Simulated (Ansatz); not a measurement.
# BClF, SMILES F[B]Cl: a short molecular-dynamics run

Program: the Python package of Ansatz (0.2.0).

At the Python prompt:
```pycon
>>> import warnings
>>> import ansatz as az
>>> import numpy as np
>>> GEOMETRY = """
... F     0.57530    1.14550    0.43070
... B    -0.43370    0.30090   -0.20180
... Cl   -0.15260   -1.51110   -0.24220
... """
>>> warnings.simplefilter("ignore", az.DeckWarning)
>>> bclf = az.Crystal.molecule()
>>> for line in GEOMETRY.strip().splitlines():
...     symbol, *xyz = line.split()
...     bclf = bclf.atom(symbol, [float(v) for v in xyz])
...
>>> setup = (
...     bclf.calculation()
...     .basis(gaussian="6-31G*")
...     .functional("hf")
...     .spin("collinear", total=1)
... )
>>> symbols = [site.symbol for site in bclf.cartesian_sites]
>>> start = np.array([site.position_ang for site in bclf.cartesian_sites], dtype=float)
>>> report = setup.relax(force_tolerance=0.02).run(threads=1).report

>>> end = np.array(report["positions_ang"])
>>> minimum = az.Crystal.molecule()
>>> for symbol, place in zip(symbols, end):
...     minimum = minimum.atom(symbol, place.tolist())
...
>>> # dynamics from the relaxed geometry
>>> setup = (
...     minimum.calculation()
...     .basis(gaussian="6-31G*")
...     .functional("hf")
...     .spin("collinear", total=1)
...     .md("nvt_langevin", timestep=0.5, steps=40, temperature=500, initial_velocities="maxwell_boltzmann", seed=66, friction=0.05)
... )
>>> frames = []
>>> outcome = setup.session().plan().execute(on_event=lambda e: frames.append(e["data"]) if e["event"] == "md_step" else None)
>>> print("t (fs)   E_pot (eV)      E_kin (eV)   T (K)   d(0-1) (A)")
t (fs)   E_pot (eV)      E_kin (eV)   T (K)   d(0-1) (A)
>>> for f in frames[::3]:
...     xyz = np.array(f["positions_ang"])
...     print(f"{f['time_fs']:6.2f} {f['lagrangian_ev']:14.5f} {f['e_kin_ev']:10.5f} {f['temperature_k']:8.1f} {np.linalg.norm(xyz[0] - xyz[1]):9.4f}")
...
  0.00   -15881.63373    0.12926    333.3    1.2944
  1.50   -15881.61826    0.16530    426.3    1.2704
  3.00   -15881.57976    0.08390    216.4    1.2503
  4.50   -15881.54701    0.10276    265.0    1.2391
  6.00   -15881.54140    0.06403    165.1    1.2374
  7.50   -15881.56151    0.05354    138.1    1.2439
  9.00   -15881.59112    0.06947    179.1    1.2564
 10.50   -15881.61562    0.08869    228.7    1.2739
 12.00   -15881.61963    0.11087    285.9    1.2925
 13.50   -15881.60698    0.10507    271.0    1.3066
 15.00   -15881.58273    0.07542    194.5    1.3204
 16.50   -15881.56375    0.07183    185.2    1.3257
 18.00   -15881.55702    0.07424    191.4    1.3248
 19.50   -15881.54756    0.07470    192.6    1.3253
>>> print("mean temperature", round(float(np.mean([f["temperature_k"] for f in frames])), 1), "K")
mean temperature 239.3 K
```

Caveats:
- Total energies depend on the basis set; only differences at equal settings carry meaning.
- The trajectory is only some femtoseconds long, so its temperature is not equilibrated; where the script doesn't relax first, it starts from a rough generated geometry.
- The species is open-shell (spin multiplicity 2).
- The printed temperature counts all 3N degrees of freedom under Langevin dynamics, so the first row lies under the target.
- Run time: 18 s on 1 thread of Arm Neoverse V2 (shared host), peak memory 0.17 GiB.

(Lines on the test bed's own set-up are left out of the output.)
